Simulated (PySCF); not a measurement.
# How the method changes the constants of NaB

State: ³Π (triplet), unpaired electrons σ ↑, π ↑. Set-up: PySCF, no relativity, basis sets Na def2-SVP, B def2-SVP. De refers to Na + B in their high-spin ground configurations, without counterpoise correction. The functionals are run spin-unrestricted. A positive dipole means Na(−)B(+).

```csv
Level,Re (Å),ωe (cm⁻¹),De (eV),μ (D),"CPU s a point (SCF and correlation, without the integrals)"
UHF,2.513,337,0.358,-7.44,0.041
UHF-MP2,2.500,345,0.64,n/a,0.059
UHF-SCS-MP2,2.498,345,0.53,n/a,n/a
UHF-CCSD,2.516,321,0.59,n/a,n/a
UHF-CCSD(T),2.518,321,0.62,n/a,0.82
PBE,2.506,315,1.08,-5.19,0.27
revPBE,2.536,305,1.00,-5.30,0.2
r²SCAN,2.505,329,1.15,-5.93,0.39
PBE0,2.490,328,0.97,-5.98,0.39
B97-3,2.483,332,0.92,-6.23,0.24
BHandHLYP,2.480,330,0.73,-6.17,0.23
```

The bond length runs from 2.480 Å (BHandHLYP) to 2.536 Å (revPBE). De spans 0.36 eV (UHF, mean field) to 1.15 eV (r²SCAN, meta-GGA). Correlation at CCSD(T) changes the Hartree–Fock bond energy by +0.26 eV; the triples alone change it by +0.03 eV.

Correlated steps freeze 2 core orbitals. Correlated levels converge slowly with the basis: in double zeta they bind strong bonds too weakly, by up to about 1 eV, and carry superposition errors of some tenths. The state was picked by a PBE0 search and need not be the measured ground state.

The whole job (state search and all levels along the bond) took about 0.77 min on 1 thread of Arm Neoverse V1 (shared host), peak memory 0.38 GiB.
